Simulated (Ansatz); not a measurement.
Two structures of C2H6S, closed shell, reached by relaxing down either side of one saddle point (PBE0-D4/def2-TZVP). Energies are electronic, without zero-point energy. Computed with Ansatz 0.2.0 (basis: def2-TZVPP and def2-QZVPP); correlated methods freeze the cores. Extrapolation: Hartree–Fock as exp(−7.88 √X), correlation as X^−2.97. First:

| atom | x (Å) | y (Å) | z (Å) |
| --- | --- | --- | --- |
| S1 | -1.6997 | -0.3097 | -0.5178 |
| C2 | 0.0464 | -0.4965 | -0.0516 |
| H3 | 0.5931 | -0.9432 | -0.8837 |
| H4 | 0.1176 | -1.1637 | 0.8089 |
| C5 | 0.6120 | 0.8686 | 0.2851 |
| H6 | 1.6630 | 0.7823 | 0.5696 |
| H7 | 0.0716 | 1.3243 | 1.1178 |
| H8 | 0.5466 | 1.5440 | -0.5709 |
| H9 | -1.9506 | -1.6062 | -0.7575 |

Second:

```
atom    x (Å)    y (Å)    z (Å)
  S1  -2.5897  -0.2332  -0.9832
  C2   1.0636  -0.5632   0.6273
  H3   1.5256  -1.1170  -0.1830
  H4   0.6976  -1.1446   1.4668
  C5   0.9545   0.7562   0.5945
  H6   1.3225   1.3376  -0.2441
  H7   0.4946   1.3104   1.4057
  H8  -1.3604  -0.1221  -0.4488
  H9  -2.1083  -0.2241  -2.2352
```

Question: Which bonds change from the first to the second?

Answer: C₂H₆S (CCS) → C₂H₄ (C=C) + H₂S; bonds formed: S1–H8; bonds broken: S1–C2, C5–H8.

Question: Give the saddle point's structure and its height above each. (An estimate is asked for; the value comes from the calculation.)

Answer: The calculation gives: 3.073 eV above the first and 2.153 eV above the second (CCSD(T) at an estimated basis limit (MP2 extrapolated from triple and quadruple zeta, plus CCSD(T) − MP2 in triple zeta)).
```json
{"atom": "S1", "x (Å)": "-1.4737", "y (Å)": "-0.4064", "z (Å)": "-0.8920"}
{"atom": "C2", "x (Å)": "0.6652", "y (Å)": "-0.6409", "z (Å)": "0.5055"}
{"atom": "H3", "x (Å)": "1.1840", "y (Å)": "-1.2961", "z (Å)": "-0.1821"}
{"atom": "H4", "x (Å)": "0.1962", "y (Å)": "-1.1054", "z (Å)": "1.3632"}
{"atom": "C5", "x (Å)": "0.6628", "y (Å)": "0.7406", "z (Å)": "0.3333"}
{"atom": "H6", "x (Å)": "1.3938", "y (Å)": "1.1643", "z (Å)": "-0.3509"}
{"atom": "H7", "x (Å)": "0.4065", "y (Å)": "1.3556", "z (Å)": "1.1924"}
{"atom": "H8", "x (Å)": "-0.4216", "y (Å)": "0.8360", "z (Å)": "-0.3735"}
{"atom": "H9", "x (Å)": "-2.6132", "y (Å)": "-0.6477", "z (Å)": "-1.5961"}
```

T1 diagnostic: at most 0.027. The T1 diagnostic is large here, which may signal multireference character or strong orbital relaxation, so CCSD(T) is less sure. The restricted Hartree–Fock reference is unstable towards an unrestricted one at one or more of these structures.

For scale, one of the runs: CCSD(T)/def2-TZVPP, 188 basis functions, launched by `ansatz run in.yaml --threads 2 --pin off --events-out ev --progress --plain --max-ram 4352MiB`. The run took 27 s on 2 CPU threads (shared host), with 2 GiB of host memory at its peak.
